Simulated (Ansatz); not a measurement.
```yaml
crystal:
  periodic: [false, false, false]
  atoms:
    - {symbol: Ti, position_ang: [0.041987, 0.000266, 0.000466]}
    - {symbol: O, position_ang: [1.758632, 0.011153, 0.019513]}
    - {symbol: F, position_ang: [-0.802833, 1.485379, -0.010947]}
    - {symbol: F, position_ang: [-0.783977, -1.495442, -0.006659]}
basis:
  gaussian: {orbitals: def2-TZVP}
magnetization: {spin_polarized: true, initial_magnetization: 2}
hamiltonian: {xc: pbe0}
relax: {f_tol: 0.004, max_steps: 80}
```

```sh
$ ansatz run in.yaml --threads 1 --pin off --events-out ev --progress --plain --max-ram 2176MiB
```

Steps of the relaxation (energy above the last step; positions in Å, forces in eV/Å):

```
4
step 1, 404.6 meV
Ti    0.042    0.000    0.000   -2.323   -0.015   -0.026
O     1.759    0.011    0.020    4.349    0.028    0.048
F    -0.803    1.485   -0.011   -1.026    2.012   -0.014
F    -0.784   -1.495   -0.007   -1.000   -2.025   -0.008
```

```
4
step 2, 71.3 meV
Ti    0.027    0.000    0.000   -0.992   -0.006   -0.011
O     1.818    0.012    0.020    1.676    0.011    0.019
F    -0.825    1.524   -0.011   -0.347    0.736   -0.005
F    -0.806   -1.535   -0.007   -0.337   -0.740   -0.003
```

```
4
step 3, 1.3 meV
Ti    0.011    0.000    0.000   -0.208   -0.001   -0.002
O     1.856    0.012    0.021    0.223    0.001    0.002
F    -0.837    1.552   -0.011   -0.008    0.051    0.000
F    -0.817   -1.563   -0.007   -0.007   -0.051    0.000
```

```
4
step 5, 0.0 meV
Ti    0.005    0.000    0.000    0.000    0.000    0.000
O     1.860    0.012    0.021    0.000    0.000    0.000
F    -0.835    1.558   -0.011    0.000    0.000    0.000
F    -0.816   -1.568   -0.007    0.000    0.000    0.000
```

Close pairs at the end: Ti1–F4 1.770 Å, Ti1–F3 1.770 Å, Ti1–O2 1.855 Å.

A stationary point of unrestricted PBE0 after 5 steps, with ⟨S²⟩ = 2.004 against 2.00 for a pure state; no frequencies were run, so it isn't proven a minimum. 2.1 min on 1 thread of Arm Neoverse V1, shared host.
